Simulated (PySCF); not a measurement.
CH, SMILES [CH] (connectivity only; charge and spin as stated), charge +1, multiplicity 1.

Geometry: PBE0-D3(BJ)/def2-TZVPD.

Lowest vertical singlet excitation by several levels in PySCF, with rough processor times relative to the cheapest run on one machine. Each run also gave further roots (ADC and EOM-CCSD ionised and attached states too); roots are paired by order and the bases differ. EOM-CCSD serves as a yardstick, not as the true value; all levels that ended soundly for this molecule are listed, with differences from unrounded values.

```tsv
level	relative cost
ADC(2)/aug-cc-pVDZ	1
TDDFT-B3LYP/def2-TZVPD	4
EOM-CCSD/aug-cc-pVDZ	4
TDDFT-CAM-B3LYP/def2-TZVPD	4
```

Q: Give S1 at each level and its distance from EOM-CCSD. (An estimate is asked for; the answer gives what the named calculation found.)

A: 
```json
[
 {"level": "ADC(2)/aug-cc-pVDZ", "S1 (eV)": "2.98", "S1 minus EOM-CCSD (eV)": "-0.20"},
 {"level": "TDDFT-B3LYP/def2-TZVPD", "S1 (eV)": "2.81", "S1 minus EOM-CCSD (eV)": "-0.37"},
 {"level": "EOM-CCSD/aug-cc-pVDZ", "S1 (eV)": "3.19", "S1 minus EOM-CCSD (eV)": "0.00"},
 {"level": "TDDFT-CAM-B3LYP/def2-TZVPD", "S1 (eV)": "2.69", "S1 minus EOM-CCSD (eV)": "-0.49"}
]
```
